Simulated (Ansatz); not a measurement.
A nudged elastic band was laid between two geometries of CH4BCl + H2 (9 atoms, charge 0, multiplicity 1).

All numbers below come from Ansatz, RKS PBE0-D4/def2-SVP.

```
movable images  : 7
climbing image  : yes
spring          : 5.0 eV/Å²
optimiser       : quadratic models (default)
start path      : through a guess of the saddle point
force threshold : 0.05 eV/Å
iteration limit : 60
end points      : relaxed
```

First end point:

```xyz
9
Properties=species:S:1:pos:R:3
B -0.208 0.539 0.200
Cl -0.271 0.526 1.956
H 0.861 0.824 -0.283
C -1.456 0.215 -0.665
H -2.351 -0.075 -0.099
H -1.692 1.099 -1.285
H -1.205 -0.581 -1.388
H 0.528 -2.819 0.316
H 0.438 -2.399 0.944
```

Last end point:

```xyz
9
Properties=species:S:1:pos:R:3
B 0.002 -0.410 -0.413
Cl -0.070 -0.208 2.233
H 0.951 0.339 -0.493
C -1.434 0.075 -0.791
H -2.253 -0.549 -0.404
H -1.635 1.134 -0.571
H -1.465 -0.020 -1.897
H 0.237 -1.597 -0.297
H 0.310 -1.434 2.329
```

(1) What changes between the two ends?

(2) What energy profile does the band end with?

(3) What is the geometry of the highest image?

(4) What are the harmonic wavenumbers there?

The band took 13 iterations and about 4 core-minutes.

Answers

(1) Bonds broken: B1–Cl2, H8–H9. Bonds formed: B1–H8, Cl2–H9. CH4BCl + H2 becomes CH5B + ClH.

(2) It converged. The highest image is number 5 of 0 to 8, 23.9 kcal/mol above the first end and 5.0 kcal/mol above the last; the last end lies 18.9 kcal/mol above the first. A vibrational analysis at the climbing image gives one clearly imaginary mode, 571i cm⁻¹: a first-order saddle point. The orbitals stay closed-shell, which can raise the energy where a bond breaks towards radicals; this wasn't checked here.

```
image  path coordinate (Å)  energy (kcal/mol)  B1–Cl2 (Å)  H8–H9 (Å)  B1–H8 (Å)
    0                 0.00                0.0        1.76       0.76       3.44
    1                 0.57                0.1        1.76       0.76       3.02
    2                 1.15                1.0        1.76       0.76       2.54
    3                 1.72                4.2        1.79       0.77       2.03
    4                 2.29               11.6        1.88       0.82       1.52
    5                 2.87               23.9        2.20       1.16       1.28
    6                 3.37               20.4        2.62       1.60       1.23
    7                 3.88               19.4        2.76       2.10       1.22
    8                 4.38               18.9        2.65       2.63       1.22
```

(3) 
```xyz
9
Properties=species:S:1:pos:R:3:forces:R:3
B 0.007 -0.304 -0.053 -0.01 0.00 0.00
Cl -0.182 -0.151 2.130 0.00 0.00 -0.01
H 1.022 0.308 -0.264 0.00 0.00 0.00
C -1.392 -0.002 -0.693 0.01 0.00 0.00
H -2.210 -0.616 -0.288 0.00 0.00 0.00
H -1.660 1.059 -0.580 0.00 0.00 0.00
H -1.328 -0.204 -1.777 0.00 0.00 0.00
H 0.274 -1.552 0.064 0.00 0.00 0.00
H 0.112 -1.208 1.156 0.00 0.00 0.01
```

(4) 571i, 198, 224, 525, 613, 765, 820, 958, 1011, 1033, 1161, 1325, 1357, 1428, 1442, 1635, 2260, 2667, 3052, 3140, 3168 cm⁻¹.

Time of the run: 3.9 min on 1 thread of Arm Neoverse V1, on a shared host, peak memory 0.14 GiB.
